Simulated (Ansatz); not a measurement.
A run of Ansatz (development build ahead of 0.2.0) on singlet MgO at this shape:

```xyz
2

Mg   -0.0088   -0.0404   -0.6710
O    -0.0232    0.0156    1.0072
```

Its results:

| Quantity | Value |
| --- | --- |
| Converged | yes |
| Total energy | -274.35505 hartree |
| Spin squared of the determinant | 0.000 |

Question: Which input gives this output? Name the method, the orbitals and the basis set, and write the input.

Answer: RHF in aug-cc-pVDZ. An unrestricted run that stays on the closed shell gives the same numbers.

```yaml
crystal:
  periodic: [false, false, false]
  atoms:
    - { symbol: Mg, position_ang: [-0.00875, -0.04044, -0.67099] }
    - { symbol: O, position_ang: [-0.02325, 0.01561, 1.00718] }
basis:
  gaussian: { orbitals: aug-cc-pVDZ }
hamiltonian:
  xc: hf
```

Caution: in another basis set an unrestricted determinant lies well below.
